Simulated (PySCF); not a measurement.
Method: PBE-D3(BJ)/def2-TZVP // B3LYP-D3(BJ)/def2-SVP (PySCF 2.14.0). Isolated molecules, 0 K electronic values unless said otherwise. 

Reference species (SMILES): `N#C` (neutral, multiplicity 1).

- HOMO–LUMO gap: 8.05 eV
- dipole moment: 2.94 D
- LUMO: -0.94 eV
- HOMO: -8.99 eV

Changed species: `S` (free base H2S; the reference has free base NCH).

Q: What does the change do to the HOMO–LUMO gap, dipole moment, LUMO and HOMO?

A: the HOMO–LUMO gap falls by 2.36 eV, to 5.69 eV; the dipole moment drops by 1.81 D, to 1.13 D; the LUMO rises by 0.44 eV, to -0.50 eV; the HOMO rises by 2.80 eV, to -6.19 eV.
